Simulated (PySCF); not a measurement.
C2F2S.
SMILES: `FC(F)=C=S`

A linear-response calculation (PySCF, def2-SVPD basis, gas phase, vertical, core orbitals frozen in the response) gave these numbers; the functional is withheld.

Orbital energies (eV): HOMO-3 -14.32, HOMO-2 -11.99, HOMO-1 -11.50, HOMO -7.96, LUMO -2.31, LUMO+1 0.91, LUMO+2 1.27.

| state | E (eV) | f | main configurations (H = HOMO, L = LUMO) |
| --- | --- | --- | --- |
| S1 | 1.35 | 0.0000 | H→L (100%) |
| S2 | 5.03 | 0.0000 | H-2→L (99%) |
| S3 | 5.77 | 0.0072 | H→L+1 (96%) |
| S4 | 5.82 | 0.0002 | H-1→L (60%), H→L+2 (35%) |
| S5 | 6.55 | 0.014 | H→L+3 (92%) |
| S6 | 7.04 | 0.622 | H→L+2 (49%), H→L+6 (30%), H-1→L (18%) |

Triplets (Tamm–Dancoff): T1 0.91 eV, H→L (99%); T2 3.40 eV, H-1→L (98%); T3 4.06 eV, H→L+2 (88%); T4 4.49 eV, H-2→L (98%).

Vertical ionisation energy by ΔSCF with the same functional: 9.08 eV. Mean static polarisability: 48.2 au.

Task: Name the functional.
A. CAM-B3LYP
B. HF
C. B3LYP
D. PBE

Result: A. CAM-B3LYP is range-separated, 19% exact exchange at short range and 65% at long range (ω = 0.33 bohr⁻¹). In this run −ε(HOMO) = 7.96 eV differs from the ΔSCF value by -1.12 eV, and S1 differs from the orbital gap of 5.65 eV by -4.30 eV. The ratio −ε(HOMO)/IP is 0.88. Small neutral molecules mostly give 0.85 to 0.93 with CAM-B3LYP, 0.5 to 0.7 with PBE, 0.67 to 0.83 with B3LYP; with Hartree–Fock the ratio is 1 or more (Koopmans' value less the relaxation energy is the ΔSCF value).

Level of theory: TDDFT CAM-B3LYP/def2-SVPD, vertical, gas phase, core orbitals frozen in the response (PySCF 2.14.0, density-fitted response routines). Isolated species at its PBE0-D3(BJ)/def2-SVP geometry, gas phase.

Time: 21 s wall. Hardware: an Arm Neoverse V1 with one thread, no GPU, shared host.
